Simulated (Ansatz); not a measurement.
# AlH+ (doublet): wB97M-V, B2PLYP over a scan of the distance Al1–H2, cc-pVQZ

Aim: run AlH+ (doublet) with these functionals over a scan of the distance Al1–H2, and hold them against the top wave-function level at the same points.

Method: cc-pVQZ, all electrons in the functionals, frozen cores in the correlation of double hybrids and RPA; program: Ansatz 0.2.0, Gaussian basis.

Plan: wB97M-V, B2PLYP, at 1.279 Å; 1.424 Å; 1.619 Å; 1.757 Å; 1.970 Å; 2.253 Å; 2.623 Å; 3.063 Å; 3.493 Å; 4.348 Å; 5.588 Å.

27 further runs of the same task are left out: 4 for a known fault of the program, 17 that didn't finish, 6 set aside as unsound or not needed.

## Step 1: The geometry

The geometry derives from a PBE0/def2-TZVP stationary point (not a proven minimum). One bond is set to the value named and the two fragments are kept rigid.

2 atoms, charge 1, spin multiplicity 2.

Atoms are counted from 1 here; the program's logs count them from 0.

Bond lengths: Al1–H2 1.619 Å.

No dispersion term is added; wB97M-V holds VV10 nonlocal correlation.

The geometry shown and the zero of energy belong to the point 1.619 Å. The yardstick, FCI, and other wave-function levels (R restricted, U unrestricted, valence and pair active spaces) come from earlier runs.

## Step 2: wB97M-V, 1.279 Å

Input file in.yaml:

```yaml
crystal:
  periodic: [false, false, false]
  atoms:
    - {symbol: Al, position_ang: [0.000000, 0.000000, 0.000000]}
    - {symbol: H, position_ang: [0.000000, 0.000000, 1.279000]}
basis:
  gaussian: {orbitals: cc-pVQZ}
total_charge: 1
magnetization: {spin_polarized: true, initial_magnetization: 1}
hamiltonian: {xc: {name: wB97M-V}}
output: {forces: true, orbitals: {seedname: orbitals}}
```

Launch:

```sh
$ ansatz run in.yaml --threads 1 --pin off --events-out ev --progress --plain --max-ram 2393MiB
```

The runs that follow: wB97M-V, 1.424 Å; wB97M-V, 1.619 Å; wB97M-V, 1.757 Å; wB97M-V, 1.970 Å; wB97M-V, 2.253 Å; wB97M-V, 2.623 Å; wB97M-V, 3.063 Å; wB97M-V, 3.493 Å; wB97M-V, 4.348 Å; wB97M-V, 5.588 Å; B2PLYP, 1.279 Å; B2PLYP, 1.424 Å; B2PLYP, 1.619 Å; B2PLYP, 1.757 Å; B2PLYP, 1.970 Å; B2PLYP, 2.253 Å; B2PLYP, 2.623 Å; B2PLYP, 3.063 Å; B2PLYP, 3.493 Å; B2PLYP, 4.348 Å; B2PLYP, 5.588 Å.

**Question.** What will the summary of the whole plan be? Wanted: span of the FCI curve; largest miss, wB97M-V; largest miss, B2PLYP.

**Answer**, as computed:

| quantity | value |
| --- | --- |
| span of the FCI curve | 1.005 eV |
| largest miss, wB97M-V | -0.157 eV (4.348 Å) |
| largest miss, B2PLYP | +0.028 eV (5.588 Å) |

In words: Of the functionals, B2PLYP keep the smallest largest miss at the points compared (at most 0.028 eV) and wB97M-V strays most (0.157 eV, at 4.348 Å). Functionals and the yardstick converge differently with the basis, so part of each miss in cc-pVQZ is the basis.
